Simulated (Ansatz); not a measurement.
Input file:

```yaml
crystal:
  periodic: [false, false, false]
  atoms:
    - {symbol: W, position_ang: [0.000000, 0.000000, 0.000000]}
    - {symbol: H, position_ang: [0.000000, 0.000000, 1.712600]}
basis:
  gaussian: {orbitals: def2-SVP}
magnetization: {spin_polarized: true, initial_magnetization: 7}
hamiltonian: {xc: hf}
output: {orbitals: {seedname: orbitals}}
```

```sh
$ ansatz run in.yaml --threads 1 --pin off --events-out ev --progress --plain --max-ram 2393MiB
```

Log:

```
372 factors; integrals over basis functions are off by at most 1.1e-3 eV
mean field evaluation 1: about -1816.6622 eV, gradient 9.9e0 eV
mean field evaluation 2: about -1816.6732 eV, gradient 9.9e0 eV
mean field evaluation 4: about -1817.2847 eV, gradient 9.3e-1 eV
mean field evaluation 8: about -1817.3066 eV, gradient 3.6e-3 eV
mean field -1817.30658103 eV, -66.7847850383 hartree, gradient 1.4e-5 eV, S^2 15.753786; 0 other end points of the search recorded, 0 dependent functions left out
reference -1817.30658103 eV, -66.7847850383 hartree; 11, 4 occupied and 26, 33 virtual orbitals, 372 factors
Total energy: -1817.30658103 eV, -66.7847850383 hartree
```

Ran on 1 thread of AMD EPYC, shared host: 0.83 s wall, 0.07 GiB peak host memory.
